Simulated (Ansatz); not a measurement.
C$_{5}$H$_{11}$, SMILES `CC[C](C)C` radical at its PBE0-D4/def2-TZVP geometry, where that method's forces vanish. Total charge 0; spin multiplicity 2.

```xyz
16

C    -1.2055    1.0152   -1.0427
C    -0.4445    1.0308    0.2885
C     0.3981   -0.1796    0.5013
C     1.7157   -0.2715   -0.1788
C    -0.2430   -1.4327    0.9763
H    -1.8107    1.9177   -1.1608
H    -1.8746    0.1532   -1.1025
H    -0.5156    0.9618   -1.8886
H    -1.1693    1.1237    1.1055
H     0.1844    1.9281    0.3217
H     1.6254   -0.6525   -1.2099
H     2.2054    0.7040   -0.2463
H     2.3902   -0.9585    0.3414
H    -1.0529   -1.2305    1.6828
H     0.4795   -2.0949    1.4634
H    -0.6826   -2.0142    0.1487
```

Question: What forces (eV/Å) does ωB97M-V/def2-TZVPP give on these atoms in Ansatz 0.2.0? (Estimate.)

Answer: Computed: 
```
C1  -0.101 -0.002 -0.177
C2   0.014  0.156  0.184
C3  -0.014  0.013 -0.010
C4   0.166 -0.006 -0.067
C5  -0.071 -0.147  0.073
H6   0.048 -0.072  0.008
H7   0.046  0.052  0.008
H8  -0.040  0.001  0.057
H9   0.045 -0.008 -0.058
H10 -0.042 -0.060 -0.007
H11 -0.003  0.021  0.062
H12 -0.034 -0.062  0.002
H13 -0.045  0.043 -0.036
H14  0.050 -0.012 -0.048
H15 -0.048  0.042 -0.034
H16  0.029  0.040  0.043
```
